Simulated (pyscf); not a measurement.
Single points on ωB97X-D3(BJ)/def2-SVP structures (PySCF, gas phase). Correlated levels are frozen-core, on RHF or UHF. ΔMP2 is the change of the MP2 total energy from the triple- to the quadruple-zeta basis.

Task: For H₃C–SiH: [singlet] + hydrogen chloride (HCl) -> methane (CH₄) + :HSi–Cl [singlet], a four-centre exchange (singlet surface; C–Si, Cl–H broken, C–H, Cl–Si formed), PBE/def2-TZVP gives ΔE‡ = -0.14 eV and ΔE = -1.50 eV (zero: the separated reactants). In which direction and how far do M06-2X/def2-TZVP, ωB97M-D3(BJ)/def2-TZVP, CCSD(T)/def2-TZVPP + ΔMP2(QZVPP) move these?

Result: M06-2X: ΔE‡ = 0.12 eV, ΔE = -1.52 eV; ωB97M-D3(BJ): ΔE‡ = 0.18 eV, ΔE = -1.48 eV; CCSD(T): ΔE‡ = 0.30 eV, ΔE = -1.43 eV. PBE's barrier lies under all of them, by 0.26 to 0.44 eV. Its reaction energy lies among theirs. Low barriers are usual for a GGA, whose delocalisation error favours stretched bonds. On the reactant side the descent ends in a complex, 0.32 eV under the separated species and 0.44 eV under the saddle at ωB97X-D3(BJ)/def2-TZVP. At PBE the saddle lies under the separated reactants, which points to a path from their complex (located at ωB97X-D3(BJ) alone). At ωB97X-D3(BJ) the barrier from the zero used here is 0.12 eV. The same reactants have a lower exit, to H₃C–Si:–Cl [singlet] + H₂ (barrier -0.10 eV at ωB97M-D3(BJ), against +0.18 eV here). This is the saddle that the search found; another between the same sides may lie lower. The CCSD(T) − MP2 part came from Ansatz, without density fitting, on the same reference.
